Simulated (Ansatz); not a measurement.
# BeBH₃ (singlet): from Hartree-Fock to the top rungs, 6-31G

The task here is to estimate one member of a computed series from the others.

Computed with Ansatz 0.2.0, Gaussian basis. Level: 6-31G, core rule «outside noble gas», up to 2 orbitals frozen.

To be run: UHF; CCSD(T) on RHF; BCCD(T) on RHF; CISD; CCSDT(Q) on RHF; CISDTQ; CCSDTQ on RHF; Full CI.

17 further runs of the same task are left out: 6 for a known fault of the program, 4 that didn't finish, 7 set aside as unsound or not needed. Runs told in other sessions of the task aren't counted.

## The geometry

The geometry is a PBE0/def2-TZVP stationary point (not a proven minimum).

5 atoms, charge 0, spin multiplicity 1.

Atoms are counted from 1 here; the program's logs count them from 0.

Bond lengths: B1–Be2 1.873 Å, B1–H3 1.202 Å, B1–H4 1.202 Å, Be2–H5 1.341 Å. Angles: Be2–B1–H3 123.4°, Be2–B1–H4 123.4°, H3–B1–H4 113.2°, B1–Be2–H5 180.0°.

Set-up of the first run:

Input file in.yaml:

```yaml
crystal:
  periodic: [false, false, false]
  atoms:
    - {symbol: B, position_ang: [0.000000, 0.000000, 0.822294]}
    - {symbol: Be, position_ang: [0.000000, 0.000000, -1.050867]}
    - {symbol: H, position_ang: [0.000000, 1.003181, 1.484150]}
    - {symbol: H, position_ang: [0.000000, -1.003180, 1.484150]}
    - {symbol: H, position_ang: [0.000000, 0.000000, -2.392096]}
basis:
  gaussian: {orbitals: 6-31G}
magnetization: {spin_polarized: true, initial_magnetization: 0}
hamiltonian: {xc: hf}
output: {orbitals: {seedname: orbitals}}
```

Run with:

```sh
ansatz run in.yaml --threads 1 --pin off --events-out ev --progress --plain --max-ram 2393MiB
```

Steps of the session up to this table: UHF; CCSD(T) on RHF; BCCD(T) on RHF; CISD; CCSDT(Q) on RHF; CISDTQ; CCSDTQ on RHF; Full CI.

One of the session's tables, all rows but one given; the rest of the session is left out.

It belongs to the step «Misses and costs». 

| method | from FCI (kcal/mol) |
| --- | --- |
| RHF | +61.91 |
| RMP2 | +16.12 |
| CISD | +3.83 |
| RCCSD | +1.35 |
| RCCSD(T) | +0.38 |
| BCCD(T) | ? |
| RCCSDT | +0.05 |
| CISDTQ | +0.11 |
| RCCSDT(Q) | +0.01 |
| RCCSDTQ | 0.00 |
| FCI | 0 |

**Question.** Estimate the row for BCCD(T).

The run gave: from FCI (kcal/mol): +0.37. In the column «from FCI (kcal/mol)» it lies between CISDTQ (+0.11) and RCCSD(T) (+0.38).

With the free atoms at the same levels and basis (separate runs), the atomisation energy is 11.231 eV at FCI, 11.219 eV at RCCSD(T), 10.934 eV at RHF.
